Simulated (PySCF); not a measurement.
Gas-phase reaction: 2 (CH3)2NH = 2 HCN + 2 CH + 5 H2

Computed with PySCF and rigid-rotor harmonic-oscillator thermochemistry at 1 bar. † marks an energy on the PBE0/def2-TZVP geometry and frequencies; other levels use their own. Open shells (unrestricted): CH (multiplicity 2, electronic degeneracy 4); the rest are closed-shell singlets. Spin-orbit splitting is ignored; it lowers the true energy and changes the entropy of CH. The harmonic model lacks anharmonicity and excited electronic states, which grow with temperature; levels with a mode under 35 cm⁻¹ are left out. Internal rotation in (CH3)2NH is treated as a harmonic vibration of one conformer, which makes the entropy rough. Warning, spin contamination: CH (M06-2X/def2-TZVP†, PBE/def2-SVP, PBE0/def2-QZVP†, PBE0/def2-SVP†, PBE0/def2-TZVP, ωB97M-V/def2-TZVP†, ωB97X-V/def2-TZVP†).

```
level               ΔE electronic, kJ  ΔH°(298 K), kJ  ΔS°(298 K), J/K  ΔG°(1800 K), kJ
------------------  -----------------  --------------  ---------------  ---------------
M06-2X/def2-TZVP†                1699            1517              878             -170
PBE/def2-SVP                     1840            1665              881              -21
PBE0/def2-QZVP†                  1805            1623              878              -64
PBE0/def2-SVP†                   1885            1703              878               16
PBE0/def2-TZVP                   1798            1616              878              -70
ωB97M-V/def2-TZVP†               1699            1517              878             -169
ωB97X-V/def2-TZVP†               1734            1552              878             -135
```
ΔH° is lowest at M06-2X/def2-TZVP† and highest at PBE0/def2-SVP†. No reference value is set beside these.
